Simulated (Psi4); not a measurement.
# doublet [CClF3]+: levels of theory compared

Aim: a comparison of 4 runs (U-r2SCAN/def2-SVPD, U-revPBE/def2-SVPD, UBLYP/def2-SVPD, UPBE/def2-SVPD) of doublet [CClF3]+. 

The results are computed with Psi4 1.11.

3 further runs of the same task are left out: 3 that didn't finish.

### Step 1. Starting point

[CClF3]+: 5 atoms, total charge +1, spin state doublet. SMILES of the parent species: `FC(F)(F)Cl`. Geometry: relaxed at PBE0-D4/def2-TZVP. That shape belongs to the parent species and isn't relaxed for this state.

Bond lengths: F1–C2 1.322 Å, C2–F3 1.322 Å, C2–F4 1.322 Å, C2–Cl5 1.756 Å. Angles: F1–C2–F3 108.7°, F1–C2–F4 108.7°, F1–C2–Cl5 110.2°, F3–C2–F4 108.7°, F3–C2–Cl5 110.2°, F4–C2–Cl5 110.2°.

### Step 2. Energy and gradient at U-r2SCAN/def2-SVPD (run 1)

cclf3.json

```json
{
 "schema_name": "qcschema_input",
 "schema_version": 1,
 "molecule": {
  "schema_name": "qcschema_molecule",
  "schema_version": 2,
  "symbols": ["F", "C", "F", "F", "Cl"],
  "geometry": [0.40383447, 0.03609377, 2.50596581, -0.0041574, -0.15590241, 0.04932185, -2.36140177, -0.89686402, -0.31577324, 1.5338907, -1.8878364, -0.88533669, 0.52213133, 2.76523624, -1.4324124],
  "molecular_charge": 1,
  "molecular_multiplicity": 2,
  "fix_symmetry": "c1",
  "fix_com": true,
  "fix_orientation": true
 },
 "driver": "gradient",
 "model": {
  "method": "r2scan",
  "basis": "def2-SVPD"
 },
 "keywords": {
  "reference": "uks",
  "puream": true,
  "e_convergence": 1e-09,
  "d_convergence": 1e-08,
  "scf_type": "pk",
  "dft_radial_points": 99,
  "dft_spherical_points": 590,
  "maxiter": 100,
  "scf_properties": ["QUADRUPOLE", "DIPOLE", "MULLIKEN_CHARGES"]
 }
}
```

On the command line:

```
$ psi4 --qcschema cclf3.json -n 1 --memory 1600MB
```

stdout:

```text
[...]
  Running in c1 symmetry.
[...]
  Nuclear repulsion =  251.228625154447599
[...]
  Multiplicity = 2
[...]
  Nalpha       = 25
  Nbeta        = 24
[...]
    Number of basis functions: 116
[...]
   @UKS iter   1:  -796.71129565849969    6.19179e-01   4.44451e-03 ADIIS/DIIS
[...]
   @UKS iter  29:  -796.81326989802255   -1.71667e-10   4.32030e-09 DIIS
[...]
   @S^2 Observed:                7.539008561E-01
[...]
  @UKS Final Energy:  -796.81326989802255
   => Energetics <=
    Nuclear Repulsion Energy =            251.2286251544475988
    One-Electron Energy =               -1588.0614924966748731
    Two-Electron Energy =                 604.4470006541391740
    DFT Exchange-Correlation Energy =     -64.4274032099345391
    Empirical Dispersion Energy =           0.0000000000000000
    VV10 Nonlocal Energy =                  0.0000000000000000
    Total Energy =                       -796.8132698980225541
[...]
  Mulliken Charges: (a.u.)
   Center  Symbol    Alpha    Beta     Spin     Total
       1     F     4.66141  4.62073  0.04068 -0.28214
       2     C     2.11975  2.21451 -0.09476  1.66574
       3     F     4.68133  4.58880  0.09253 -0.27013
       4     F     4.66141  4.62077  0.04064 -0.28218
       5    CL     8.87610  7.95519  0.92091  0.16871
   Total alpha = 25.00000, Total beta = 24.00000, Total charge =  1.00000
[...]
  -Total Gradient:
     Atom            X                  Y                   Z
    ------   -----------------  -----------------  -----------------
       1       -0.001476759257    -0.013929653053     0.013507691471
       2        0.003568098478     0.080091836049    -0.044217312547
       3       -0.003326504808    -0.020410794288     0.010467319058
       4        0.001388443395    -0.018779116194     0.004972981345
       5       -0.000057047018    -0.026407005694     0.014961080088
[...]
```

The result, in JSON:

```text
{
 "driver": "gradient",
 "model": {
  "method": "r2scan",
  "basis": "def2-SVPD"
 },
 "success": true,
 "return_result": [-0.0014767592573308175, -0.013929653052947986, 0.013507691471482286, 0.0035680984779686165, 0.0800918360494142, -0.04421731254694783, -0.0033265048075249992, -0.020410794287744435, 0.01046731905780375, 0.0013884433953662567, -0.01877911619379119, 0.004972981345139821, -5.704701771666598e-05, -0.026407005693504293, 0.014961080087736556],
 "properties": {
  "calcinfo_nbasis": 116,
  "calcinfo_nmo": 116,
  "calcinfo_nalpha": 25,
  "calcinfo_nbeta": 24,
  "calcinfo_natom": 5,
  "nuclear_repulsion_energy": 251.2286251544476,
  "return_energy": -796.8132698980226,
  "return_gradient": [-0.0014767592573308175, -0.013929653052947986, 0.013507691471482286, 0.0035680984779686165, 0.0800918360494142, -0.04421731254694783, -0.0033265048075249992, -0.020410794287744435, 0.01046731905780375, 0.0013884433953662567, -0.01877911619379119, 0.004972981345139821, -5.704701771666598e-05, -0.026407005693504293, 0.014961080087736556],
  "scf_one_electron_energy": -1588.0614924966749,
  "scf_two_electron_energy": 604.4470006541392,
  "scf_xc_energy": -64.42740320993454,
  "scf_dipole_moment": [0.26474641658359843, 1.6577979702244257, -0.8898657391177682],
  "scf_total_energy": -796.8132698980226,
  "scf_total_gradient": [-0.0014767592573308175, -0.013929653052947986, 0.013507691471482286, 0.0035680984779686165, 0.0800918360494142, -0.04421731254694783, -0.0033265048075249992, -0.020410794287744435, 0.01046731905780375, 0.0013884433953662567, -0.01877911619379119, 0.004972981345139821, -5.704701771666598e-05, -0.026407005693504293, 0.014961080087736556],
  "scf_iterations": 29
 }
}
```

Wall time 3.5 min (1 thread of Intel Xeon Platinum 8375C at 2.90GHz (Ice Lake), shared host); peak memory 0.68 GiB.

### Step 3. Energy and forces at U-revPBE/def2-SVPD (run 2)

calc.py

```python
import psi4

psi4.set_memory('1600 MB')
psi4.set_num_threads(1)
psi4.set_output_file('psi4.out', False)

m = psi4.geometry("""
1 2
F      0.213700     0.019100     1.326100
C     -0.002200    -0.082500     0.026100
F     -1.249600    -0.474600    -0.167100
F      0.811700    -0.999000    -0.468500
Cl     0.276300     1.463300    -0.758000
symmetry c1
no_reorient
no_com
""")

psi4.set_options({
    'reference': 'uks',
    'puream': True,
    'e_convergence': 1e-09,
    'd_convergence': 1e-08,
    'scf_type': 'pk',
    'dft_radial_points': 99,
    'dft_spherical_points': 590,
    'maxiter': 100,
})

result, w = psi4.gradient("revpbe/def2-SVPD", molecule=m, return_wfn=True)
psi4.oeprop(w, "LOWDIN_CHARGES", "WIBERG_LOWDIN_INDICES", "DIPOLE", title="REVPBE")
print('gradient / Eh bohr^-1')
print(result.np.round(6))
print(f'energy = {w.energy():.10f} Eh')
```

On the command line:

```
$ python calc.py
```

psi4.out:

```text
[...]
  Running in c1 symmetry.
[...]
  Nuclear repulsion =  251.228625177234051
[...]
  Multiplicity = 2
[...]
  Nalpha       = 25
  Nbeta        = 24
[...]
    Number of basis functions: 116
[...]
   @UKS iter   1:  -796.70722324411372    6.40584e-01   4.33275e-03 DIIS/ADIIS
[...]
   @UKS iter  24:  -796.80604149775684   -1.25851e-10   7.04919e-09 DIIS
[...]
   @S^2 Observed:                7.519079248E-01
[...]
  @UKS Final Energy:  -796.80604149775684
   => Energetics <=
    Nuclear Repulsion Energy =            251.2286251772340506
    One-Electron Energy =               -1588.0259556022156175
    Two-Electron Energy =                 604.3795332080246681
    DFT Exchange-Correlation Energy =     -64.3882442808000235
    Empirical Dispersion Energy =           0.0000000000000000
    VV10 Nonlocal Energy =                  0.0000000000000000
    Total Energy =                       -796.8060414977568371
[...]
  -Total Gradient:
     Atom            X                  Y                   Z
    ------   -----------------  -----------------  -----------------
       1       -0.003634788486    -0.014149278526    -0.006194118019
       2       -0.000615223725     0.060341228665    -0.034411823146
       3        0.015422298016    -0.011882833418     0.011884797907
       4       -0.009670088851    -0.003866839569     0.011932104447
       5       -0.001489201644    -0.030440613489     0.016772146312
[...]
```

On the terminal:

```text
gradient / Eh bohr^-1
[[-0.003635 -0.014149 -0.006194]
 [-0.000615  0.060341 -0.034412]
 [ 0.015422 -0.011883  0.011885]
 [-0.00967  -0.003867  0.011932]
 [-0.001489 -0.030441  0.016772]]
energy = -796.8060414978 Eh
```

It took 68 s on 1 thread of Intel Xeon Platinum 8375C at 2.90GHz (Ice Lake), shared host; peak memory 0.67 GiB.

### Step 4. Energy and gradient at UBLYP/def2-SVPD (run 3)

calc.in

```
memory 1.6 GB

molecule system {
  1 2
  F      0.213700     0.019100     1.326100
  C     -0.002200    -0.082500     0.026100
  F     -1.249600    -0.474600    -0.167100
  F      0.811700    -0.999000    -0.468500
  Cl     0.276300     1.463300    -0.758000
  symmetry c1
}

set basis def2-SVPD
set reference uks
set puream true
set e_convergence 1e-09
set d_convergence 1e-08
set scf_type pk
set dft_radial_points 99
set dft_spherical_points 590
set maxiter 100

gradient("blyp")
print_variables()
```

On the command line:

```
$ psi4 -n 1 calc.in calc.out
```

calc.out:

```text
[...]
  Running in c1 symmetry.
[...]
  Nuclear repulsion =  251.228625177234051
[...]
  Multiplicity = 2
[...]
  Nalpha       = 25
  Nbeta        = 24
[...]
    Number of basis functions: 116
[...]
   @UKS iter   1:  -796.84995285518528    6.54362e-01   4.76541e-03 ADIIS/DIIS
[...]
   @UKS iter  27:  -796.96523353271800   -1.13687e-12   9.56019e-10 DIIS
[...]
   @S^2 Observed:                7.516737831E-01
[...]
  @UKS Final Energy:  -796.96523353271800
   => Energetics <=
    Nuclear Repulsion Energy =            251.2286251772340506
    One-Electron Energy =               -1588.0252723972835156
    Two-Electron Energy =                 604.3871914696612748
    DFT Exchange-Correlation Energy =     -64.5557777823298693
    Empirical Dispersion Energy =           0.0000000000000000
    VV10 Nonlocal Energy =                  0.0000000000000000
    Total Energy =                       -796.9652335327180026
[...]
  -Total Gradient:
     Atom            X                  Y                   Z
    ------   -----------------  -----------------  -----------------
       1       -0.003826172676    -0.013621737963    -0.008647816554
       2       -0.000670825489     0.060070095427    -0.034273521455
       3        0.017521969831    -0.010536781688     0.011820323116
       4       -0.010832328265    -0.001683843743     0.012392542285
       5       -0.002179146675    -0.034228899981     0.018689924130
[...]
```

Run time: 71 s. Hardware: 1 thread of Intel Xeon Platinum 8375C at 2.90GHz (Ice Lake), shared host; peak memory 0.68 GiB.

### Step 5. The energy at UPBE/def2-SVPD (run 4)

input.dat

```
memory 1600 mb

molecule {
  1 2
  F      0.40383447     0.03609377     2.50596581
  C     -0.00415740    -0.15590241     0.04932185
  F     -2.36140177    -0.89686402    -0.31577324
  F      1.53389070    -1.88783640    -0.88533669
  Cl     0.52213133     2.76523624    -1.43241240
  units au
  symmetry c1
}

set basis def2-SVPD
set reference uks
set puream true
set e_convergence 1e-09
set d_convergence 1e-08
set scf_type pk
set dft_radial_points 99
set dft_spherical_points 590
set maxiter 100

E, wfn = energy("pbe", return_wfn=True)
oeprop(wfn, "QUADRUPOLE", "DIPOLE", "MULLIKEN_CHARGES", title="PBE")
print_variables()
```

On the command line:

```
$ psi4 -i input.dat -o output.dat -n 1
```

output.dat:

```text
[...]
  Running in c1 symmetry.
[...]
  Nuclear repulsion =  251.228625154447599
[...]
  Multiplicity = 2
[...]
  Nalpha       = 25
  Nbeta        = 24
[...]
    Number of basis functions: 116
[...]
   @UKS iter   1:  -796.39431408895041    6.49584e-01   4.32583e-03 ADIIS/DIIS
[...]
   @UKS iter  26:  -796.49307151737082   -9.32232e-12   3.39340e-09 DIIS
[...]
   @S^2 Observed:                7.517730367E-01
[...]
  @UKS Final Energy:  -796.49307151737082
   => Energetics <=
    Nuclear Repulsion Energy =            251.2286251544475988
    One-Electron Energy =               -1587.9701032354578274
    Two-Electron Energy =                 604.3112672953619722
    DFT Exchange-Correlation Energy =     -64.0628607317226084
    Empirical Dispersion Energy =           0.0000000000000000
    VV10 Nonlocal Energy =                  0.0000000000000000
    Total Energy =                       -796.4930715173708222
[...]
 Multipole Moments:
 ------------------------------------------------------------------------------------
     Multipole            Electronic (a.u.)      Nuclear  (a.u.)        Total (a.u.)
 ------------------------------------------------------------------------------------
 L = 1.  Multiply by 2.5417464519 to convert [e a0] to [Debye]
 Dipole X            :         -0.0229435            0.1522480            0.1293045
 Dipole Y            :          0.2477028            0.8448433            1.0925461
 Dipole Z            :         -0.1480921           -0.4285312           -0.5766233
 Magnitude           :                                                    1.2421236
 L = 2.  Multiply by 1.3450342976 to convert [e a0^2] to [Debye ang]
 Quadrupole XX       :        -97.8186101           76.9565490          -20.8620611
 Quadrupole XY       :        -14.5089961           15.5317045            1.0227084
[...]
```

It took 68 s on 1 thread of Intel Xeon Platinum 8375C at 2.90GHz (Ice Lake), shared host; peak memory 0.68 GiB.

### Step 6. Overview of the runs

| run | level | task | energy (Eh) | HOMO energy (eV) | LUMO energy (eV) | ⟨S²⟩ | wall time |
| --- | --- | --- | --- | --- | --- | --- | --- |
| 1 | U-r2SCAN/def2-SVPD | gradient | -796.813270 | -17.17 | -16.54 | 0.754 | 3.5 min |
| 2 | U-revPBE/def2-SVPD | gradient | -796.806041 | -16.56 | -16.46 | 0.752 | 68 s |
| 3 | UBLYP/def2-SVPD | gradient | -796.965234 | -16.50 | -16.47 | 0.752 | 71 s |
| 4 | UPBE/def2-SVPD | energy | -796.493072 | -16.61 | -16.55 | 0.752 | 68 s |

### Step 7. Outcome

```
                                 quantity          value
                      run 4: total energy  -796.49307 Eh
run 4: HOMO energy (highest over α and β)      -16.61 eV
 run 4: LUMO energy (lowest over α and β)      -16.55 eV
                              run 4: ⟨S²⟩          0.752
```

What this shows: Totals of different functionals can't be ranked against each other. All runs together took 6.9 min, the longest 3.5 min.
